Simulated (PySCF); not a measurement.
**Multinuclear NMR of NP**

Atom-mapped SMILES (the numbers label the heavy atoms): `[N:1]#[P:2]`.

PySCF calculation with geometry from PBE0-D3(BJ)/def2-TZVP and GIAO B97-2/pcSseg-2 shieldings; one conformer, no solvent, non-relativistic.

Question: Predict the ³¹P NMR data.

Answer: 
| atoms | environment | σ (ppm) | δ (ppm) |
| --- | --- | --- | --- |
| P2 | phosphorus bonded to N | -30.4 | 326.9 |

Shieldings were converted by a linear fit to measured shifts: ³¹P (scatter 13.4 ppm rms, 16.3 ppm with the 1 outlier that the fit left out vs H3PO4, solution or neat liquid). A few per cent of atoms miss by over 2 rms, more outside the fitted compound classes.

On a 400 MHz spectrometer ³¹P resonates near 161.9 MHz, so 1 ppm is 161.9 Hz.

Question: Predict the ¹⁵N NMR data.

Answer: 
```csv
atoms,environment,σ (ppm),δ (ppm)
N1,nitrogen bonded to P,-409.5,227.2
```

Shieldings were converted by a linear fit to measured shifts: ¹⁵N: δ = -149.73 − 0.920σ (rms 6.4 ppm, 44 shifts vs CH3NO2, solution or neat liquid). Occasional misses reach two or three times the rms, and more in compound classes unlike the fitted ones.

On a 300 MHz spectrometer ¹⁵N resonates near 30.4 MHz, so 1 ppm is 30.4 Hz.
